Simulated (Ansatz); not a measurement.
# C2H4N: the cost of one run

All numbers below are computed with Ansatz 0.2.0 (UKS PBE-D4/def2-SVP).

1 further run of the same task is left out (it didn't finish).

## (1) The structure to begin with

Bond lengths: C2–C3 1.193 Å, C3–H5 1.055 Å, N4–H6 1.018 Å, N4–H7 1.016 Å. Angles: C2–C3–H5 177.7°, H6–N4–H7 107.2°.

As a file:

```xyz
7

H    -0.3026   -0.3816    0.3495
C     0.8870   -0.0780   -0.3006
C     1.8956    0.1778   -0.8837
N    -1.5457   -0.3635    0.8465
H     2.8052    0.4128   -1.3627
H    -2.1429   -0.2981    0.0245
H    -1.5965    0.5306    1.3265
```

## (2) Pulling towards end A

Springs on the bonds that form and break draw the guess towards this end; the thresholds are loose.

Contents of input.yaml:

```yaml
crystal:
  periodic: [false, false, false]
  atoms:
    - { symbol: H, position_ang: [-0.3026, -0.3816, 0.3495] }
    - { symbol: C, position_ang: [0.887, -0.078, -0.3006] }
    - { symbol: C, position_ang: [1.8956, 0.1778, -0.8837] }
    - { symbol: "N", position_ang: [-1.5457, -0.3635, 0.8465] }
    - { symbol: H, position_ang: [2.8052, 0.4128, -1.3627] }
    - { symbol: H, position_ang: [-2.1429, -0.2981, 0.0245] }
    - { symbol: H, position_ang: [-1.5965, 0.5306, 1.3265] }
magnetization:
  spin_polarized: true
  initial_magnetization: 1
basis:
  gaussian: { orbitals: def2-SVP }
hamiltonian:
  xc: pbe
  dispersion: d4
relax:
  f_tol: 0.15
  max_steps: 25
  restrain:
    - { distance: [0, 3], at: 2.32, k: 30.0 }
    - { distance: [1, 0], at: 1.07, k: 30.0 }
```

Started as:

```console
> ansatz run input.yaml --threads 2 --pin off --max-ram 3072MiB --backend cpu --events-out ev --progress --plain --runs-dir out
```

What time and memory should one allow on 2 threads of Arm Neoverse V2, shared host?

About 7.3 s, with a peak of 0.12 GiB.
